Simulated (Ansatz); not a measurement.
Born–Oppenheimer molecular dynamics of AlH7OSi (10 atoms, charge 0, multiplicity 1). It starts at the highest image of a converged band, a first-order saddle point between two minima.

Theory: RKS PBE0-D4/6-31G* in Ansatz 0.2.0.

```json
{"ensemble": "NVE (velocity Verlet)", "time step": "0.5 fs", "steps asked": "200", "starting velocities drawn for": "100 K", "seed": "8199"}
```

First frame:

```xyz
10
Properties=species:S:1:pos:R:3
Al 0.206 0.172 0.128
O -0.206 -0.363 1.868
H -1.121 -0.650 2.011
H 1.733 -0.016 -0.254
H -1.034 0.024 -0.859
Si 0.052 2.648 1.093
H 1.151 3.243 1.904
H 0.326 3.007 -0.340
H -1.231 3.322 1.451
H -0.191 0.908 1.777
```

Question: How far do the bonds stretch over the last three quarters of this one trajectory? (Pairs bonded in most of those frames.)

Answer: 
```json
{"bond": "Al1–H4", "mean (Å)": "1.603", "spread (Å)": "0.035", "shortest": "1.55", "longest": "1.65"}
{"bond": "Al1–H5", "mean (Å)": "1.608", "spread (Å)": "0.022", "shortest": "1.57", "longest": "1.64"}
{"bond": "Al1–Si6", "mean (Å)": "2.453", "spread (Å)": "0.085", "shortest": "2.35", "longest": "2.61"}
{"bond": "O2–H3", "mean (Å)": "0.967", "spread (Å)": "0.015", "shortest": "0.94", "longest": "1.00"}
{"bond": "O2–H10", "mean (Å)": "0.970", "spread (Å)": "0.028", "shortest": "0.93", "longest": "1.02"}
{"bond": "Si6–H7", "mean (Å)": "1.508", "spread (Å)": "0.015", "shortest": "1.48", "longest": "1.54"}
{"bond": "Si6–H8", "mean (Å)": "1.506", "spread (Å)": "0.014", "shortest": "1.48", "longest": "1.53"}
{"bond": "Si6–H9", "mean (Å)": "1.506", "spread (Å)": "0.010", "shortest": "1.49", "longest": "1.53"}
```

Pairs bonded in part of these frames only: Al1–O2 41 %.

Mean temperature of the second half: 418 K. The conserved energy stayed within 0.098 meV per atom of its start (net change -0.0033 meV per atom), so the integration is sound. The kinetic energy rose, since the run started high on the potential surface and went downhill. A run of 0.1 ps of so small a system gives no equilibrium averages. The orbitals stay closed-shell, which can raise the energy where a bond breaks towards radicals; this wasn't checked here.

Time of the run: 9.7 min on 1 thread of Arm Neoverse V1 (shared host), peak memory 0.13 GiB.
